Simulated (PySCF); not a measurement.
PH at PBE0

Level: PBE0. P 6-31G(d,p), H 6-31G(d,p); no relativity (PySCF 2.14).

* state: singlet, one real π or δ orbital doubly filled, a mixture of terms (⟨Lz²⟩ = 2.0), a second solution, started from another occupation
* bond length: 1.432 Å
* harmonic wavenumber: 2400 cm⁻¹
* force constant: 3.31 mdyn/Å
* rotational constant Be: 8.424 cm⁻¹
* anharmonicity ωexe: 38.4 cm⁻¹
* vibration–rotation constant αe: 0.229 cm⁻¹
* energy of the minimum from ground-state P + H: -1.53 eV
* HOMO–LUMO gap: 1.34 eV
* bond order (Mayer): 0.97
* dipole moment (positive dipole means P(−)H(+)): 0.74 D
